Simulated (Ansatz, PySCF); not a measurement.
ethylamine cation (C2H7N), SMILES CCN (connectivity only; charge and spin as stated), charge +1, multiplicity 2. Atoms are numbered in the order given.

```xyz
10

C      1.1844     0.5034     0.0044
C      0.0726    -0.5078    -0.1436
N     -1.2240    -0.0193     0.1281
H      2.1350     0.0240    -0.2227
H      1.0549     1.3371    -0.6872
H      1.2368     0.8870     1.0243
H      0.2082    -1.4094     0.4922
H      0.0289    -0.9727    -1.1521
H     -2.0437    -0.6211     0.0549
H     -1.3861     0.9486     0.4066
```
Charge +1, spin multiplicity 2.

Geometry: B3LYP-D3(BJ)/def2-TZVP. The multiplicity is an assumed one; other spin states were not compared. The values are those of a single conformer.

Two levels are set side by side: PBE-D3(BJ)/def2-TZVP (Ansatz, a program for electronic structure) and B3LYP-D3(BJ)/def2-TZVP (Ansatz). Each level has its own optimised geometry; the coordinates shown are those of the second. Frequencies come from the Hessian of PySCF at each geometry. Differences are taken from unrounded values.

```json
[
 {"quantity": "mean bond length (Å)", "B3LYP-D3(BJ)": "1.162", "PBE-D3(BJ)": "1.168", "PBE-D3(BJ) minus B3LYP-D3(BJ)": "0.006"},
 {"quantity": "bond C1–C2 (Å)", "B3LYP-D3(BJ)": "1.510", "PBE-D3(BJ)": "1.507", "PBE-D3(BJ) minus B3LYP-D3(BJ)": "-0.003"},
 {"quantity": "bond C2–N3 (Å)", "B3LYP-D3(BJ)": "1.412", "PBE-D3(BJ)": "1.405", "PBE-D3(BJ) minus B3LYP-D3(BJ)": "-0.007"},
 {"quantity": "bond C1–H4 (Å)", "B3LYP-D3(BJ)": "1.089", "PBE-D3(BJ)": "1.097", "PBE-D3(BJ) minus B3LYP-D3(BJ)": "0.008"},
 {"quantity": "bond C1–H5 (Å)", "B3LYP-D3(BJ)": "1.091", "PBE-D3(BJ)": "1.100", "PBE-D3(BJ) minus B3LYP-D3(BJ)": "0.009"},
 {"quantity": "bond C1–H6 (Å)", "B3LYP-D3(BJ)": "1.091", "PBE-D3(BJ)": "1.100", "PBE-D3(BJ) minus B3LYP-D3(BJ)": "0.009"},
 {"quantity": "bond C2–H7 (Å)", "B3LYP-D3(BJ)": "1.112", "PBE-D3(BJ)": "1.125", "PBE-D3(BJ) minus B3LYP-D3(BJ)": "0.013"},
 {"quantity": "bond C2–H8 (Å)", "B3LYP-D3(BJ)": "1.111", "PBE-D3(BJ)": "1.125", "PBE-D3(BJ) minus B3LYP-D3(BJ)": "0.014"},
 {"quantity": "bond N3–H9 (Å)", "B3LYP-D3(BJ)": "1.019", "PBE-D3(BJ)": "1.026", "PBE-D3(BJ) minus B3LYP-D3(BJ)": "0.006"},
 {"quantity": "bond N3–H10 (Å)", "B3LYP-D3(BJ)": "1.020", "PBE-D3(BJ)": "1.026", "PBE-D3(BJ) minus B3LYP-D3(BJ)": "0.006"},
 {"quantity": "highest harmonic wavenumber (cm⁻¹)", "B3LYP-D3(BJ)": "3547", "PBE-D3(BJ)": "3491", "PBE-D3(BJ) minus B3LYP-D3(BJ)": "-57"},
 {"quantity": "mean harmonic wavenumber (cm⁻¹)", "B3LYP-D3(BJ)": "1633", "PBE-D3(BJ)": "1587", "PBE-D3(BJ) minus B3LYP-D3(BJ)": "-46"},
 {"quantity": "zero-point energy (kcal/mol)", "B3LYP-D3(BJ)": "56.02", "PBE-D3(BJ)": "54.44", "PBE-D3(BJ) minus B3LYP-D3(BJ)": "-1.58"}
]
```

GGA bonds tend to be longer and softer than those of functionals with exact exchange. Differences between two approximate levels are no errors against the true value.
